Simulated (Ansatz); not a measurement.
System: trigonal Te. Method: PBEsol-D3(BJ) (Ansatz, an electronic-structure program, plane waves, PAW).

Input:

Ansatz 0.2 input:
```yaml
crystal:
  lattice:
    - [2.0677940959, -3.5815244337, 0.0]
    - [2.0677940959, 3.5815244337, 0.0]
    - [0.0, 0.0, 5.8700988798]
  atoms:
    - { symbol: Te, position: [0.0, 0.2941589885, 0.6666666667] }
    - { symbol: Te, position: [0.7058410115, 0.7058410115, 0.0] }
    - { symbol: Te, position: [0.2941589885, 0.0, 0.3333333333] }
basis:
  ecutwfc: 520
  ecutrho_ratio: 4
  xc_grid: 2
kpoints:
  mp_grid: { grid: [12, 12, 6] }
hamiltonian:
  xc: pbesol
  dispersion: d3bj
  pseudopotentials: { kind: paw }
scf:
  occupations: { method: fermi_dirac, width: 0.01 }
output:
  forces: true
  stress: true
  eigenvalues: true
relax:
  f_tol: 0.004
  escape_saddle: false
  max_steps: 80
  cell: { stress_tol: 0.02, fix: [volume] }
```

Output (set-up and result lines):

```
Relaxation: its limit of steps is 80 (relax.max_steps)
Crystal: 3 atoms, lattice volume = 86.946 Å³
Basis set: ecut = 520 eV, 2331 PW (Γ), exchange–correlation on 64×64×90 points (8 copies of the dense FFT grid, shifted against one another)
Bands: 29, of which v1, the nominal top of the filled ones, is band 24 counted from 1 (23 counted from 0)
Symmetry: 6 space group operations
Space group: P3121 (ITA 152), of the structure as read, at distance tolerance 4.4e-5 Å
k-points: 100 of 864 (time reversal used)
Functional: x = pbesol(κ = 0.804, μ = 0.12345679012345678), c = pbesol(β = 0.046)
SCF iter   1: F=—  HF=-20705.853952 eV  |F-HF|=—  |Δ(HF+E_count)|=         —  Δρ=2.42e-3  dr2=2.30e-3
SCF iter   2: F=—  HF=-20705.850652 eV  |F-HF|=—  |Δ(HF+E_count)|=   3.30e-3  Δρ=1.28e-3  dr2=6.17e-4
  ...
SCF 1 converged in 7 iterations: F = -20705.850631 eV  dr2 = 5.90e-9
Crystal: 3 atoms, lattice volume = 86.946 Å³
Basis set: ecut = 520 eV, 2333 PW (Γ), exchange–correlation on 64×64×90 points (8 copies of the dense FFT grid, shifted against one another)
Initial density: handed on by an earlier stage of this run
SCF 2 converged in 6 iterations: F = -20705.859548 eV  dr2 = 1.51e-9
Crystal: 3 atoms, lattice volume = 86.946 Å³
SCF 3 converged in 6 iterations: F = -20705.859632 eV  dr2 = 7.21e-12
Crystal: 3 atoms, lattice volume = 86.946 Å³
SCF iter   8: F=-20705.859640 eV  HF=-20705.859640 eV  |F-HF|=3.64e-12  |Δ(HF+E_count)|=  3.64e-12  Δρ=5.86e-10  dr2=6.87e-17
SCF iter   9: F=-20705.859640 eV  HF=-20705.859640 eV  |F-HF|=3.64e-12  |Δ(HF+E_count)|=  1.09e-11  Δρ=2.16e-10  dr2=1.51e-17
SCF 4 converged in 9 iterations: F = -20705.859640 eV  dr2 = 1.51e-17
SCF converged after 9 iterations
Free energy (F): -20705.859640 eV
Internal energy: -20705.859564 eV  (E = F + TS)
E sigma→0 (E₀):  -20705.859602 eV
Fermi energy:    11.104593 eV
--- Forces (eV/Å), atoms counted from 1 ---
  atom   1  Te     0.00130102     0.00225344     0.00000000
  atom   2  Te    -0.00260205     0.00000000     0.00000000
  atom   3  Te     0.00130102    -0.00225344    -0.00000000
--- Stress (GPa, compression-positive) ---
        1.997356       0.000000      -0.000000
        0.000000       1.997356      -0.000000
       -0.000000      -0.000000       1.994986
  P = ⅓ Tr σ = 1.9966 GPa (19.966 kbar)
```

The cell is one volume of an energy–volume scan, off the minimum.

The PAW data were made under PBE.

Note: the gap of the solid is closed in this run. Note: the run finds no gap at this volume, although the solid has one.

It cost around 90 core-seconds (rough) of CPU time.
